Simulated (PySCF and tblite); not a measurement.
The numbers below are computed, except where a source is named.
Molecule: C4H8O2, numbered as in [CH3:1][CH:2]1[O:3][CH2:4][CH2:5][O:6]1; H named by carrier, a and b as here (phase angle P 0°, Å):

```
C1       1.943   -0.086   -0.113
C2       0.617    0.099    0.617
O3      -0.200   -1.052    0.540
C4      -1.292   -0.752   -0.301
C5      -1.430    0.763   -0.139
O6      -0.095    1.177    0.048
H1a      2.549    0.805    0.014
H1b      1.760   -0.245   -1.173
H1c      2.460   -0.947    0.298
H2       0.803    0.290    1.690
H4a     -1.063   -1.018   -1.342
H4b     -2.158   -1.317    0.044
H5a     -2.035    1.009    0.745
H5b     -1.830    1.270   -1.017
```

The ring 2–3–4–5–6 is held at Altona–Sundaralingam phase angles P (ν_j = ν_max cos(P + 144°(j − 2)), ν_j about the bond from ring atom j to j + 1, counted from 0) and the rest relaxed at GFN2-xTB. Energies: PBE0/pcSseg-1 + D3(BJ). Couplings: B3LYP/6-31G* with H pcJ-1, gas phase, for ¹H. Programs: tblite and PySCF.

One held structure gave ³J(H4b,H5b) = 3.0, ³J(H4a,H5a) = 7.8, ³J(H4b,H5a) = 9.9, ³J(H4a,H5b) = 8.9, ⁴J(H2,H4b) = 0.4, ⁴J(H2,H5b) = -1.4, ²J(H5a,H5b) = -8.1, ²J(H4a,H4b) = -6.8 Hz.

At which phase angle P was it held?
A. 216°
B. 288°
C. 0°
D. 144°
E. 72°

E. It lies 0.00 kcal/mol above the lowest point.
